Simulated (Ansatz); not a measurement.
Reactions of `CC(F)(F)F`.

Program: Ansatz. Geometries: PBE0-D4/def2-TZVP. ΔE: electronic, gas phase. CBS: MP2 limit from def2 TZ/QZ plus the TZ coupled-cluster correction, frozen cores. This one scheme is used for every species, atoms too. Functionals use def2-TZVPP. B3LYP here is the variant with VWN-RPA as its local correlation; programs differ in this. Open shells (•) are unrestricted, without spin–orbit coupling. Spin–orbit coupling would lower the free atoms: a little for F. One conformer a species, not always the lowest.

| reaction | CCSD(T)/CBS(def2) (kcal/mol) |
| --- | --- |
| `CC(F)(F)F` + F• → `[CH2]C(F)(F)F`• + H–F | ? |
| `CC(F)(F)F` → `FCC(F)F` | 19.1 |
| `CC(F)(F)F` → `C[C](F)F`• + F• | 130.5 |
| `CC(F)(F)F` + HCl → `CC(F)(F)Cl` + H–F | 7.3 |
| `CC(F)(F)F` → `[CH2]C(F)(F)F`• + H• | 114.4 |

Question: Fill in the missing values. (Estimate.)

Answer: Computed: `CC(F)(F)F` + F• → `[CH2]C(F)(F)F`• + H–F: -28.1 kcal/mol.

Largest T1 diagnostic: 0.014, for `C[C](F)F`•.
